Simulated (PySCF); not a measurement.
# C4H12P2 (PMe2PMe2): the cost of one run

Computed with PySCF 2.14.0, with density-fitted response routines of our own, on a single molecule, in the gas phase or a continuum. Atoms are numbered from 0 throughout.

## (1) The molecule as given

18 atoms, charge 0, multiplicity 1; geometry from: GFN2-xTB. The atoms were then displaced at random by about 0.01 Å, so the start is not that level's minimum.

Bonds of the start (Å): C0–P1 1.86, P1–C2 1.85, P1–P3 2.18, P3–C4 1.88, P3–C5 1.87, C0–H6 1.11, C0–H7 1.08, C0–H8 1.08, C2–H9 1.11, C2–H10 1.08, C2–H11 1.08, C4–H12 1.11, C4–H13 1.11, C4–H14 1.09, C5–H15 1.09, C5–H16 1.09, C5–H17 1.09.

## (2) Geometry optimisation at PBE0-D3(BJ)/def2-SVP

What the job is given:

```
{"job": {"xc": "PBE0", "basis": "def2-SVP", "d3": "d3bj", "grid": 1, "shake": 0.01, "kind": "geom"}, "charge": 0, "multiplicity": 1}
C      2.007660     1.076800     0.000600
P      0.639500     0.168860     0.874350
C      1.450280    -1.489610     0.877710
P     -0.611470    -0.167670    -0.877970
C     -1.989990    -1.109160    -0.009030
C     -1.476160     1.494280    -0.888500
H      1.663160     2.114870    -0.212040
H      2.273180     0.614460    -0.941020
H      2.855910     1.158820     0.668290
H      2.338230    -1.439350     1.549110
H      1.773210    -1.778250    -0.107740
H      0.791280    -2.233140     1.289720
H     -2.885130    -1.140830    -0.661910
H     -2.276680    -0.611600     0.943040
H     -1.658460    -2.128830     0.206240
H     -0.787560     2.249940    -1.275580
H     -1.783960     1.790120     0.113710
H     -2.350530     1.442240    -1.534730
```

Command:

```
OMP_NUM_THREADS=1 python probes_run.py task.json out
```

This one command runs all jobs of the session in turn.

Q: Estimate the wall time and peak memory of this first job on 1 thread of Intel Xeon Platinum 8375C at 2.90GHz, shared host.

About 69 s, with a peak of 0.62 GiB.
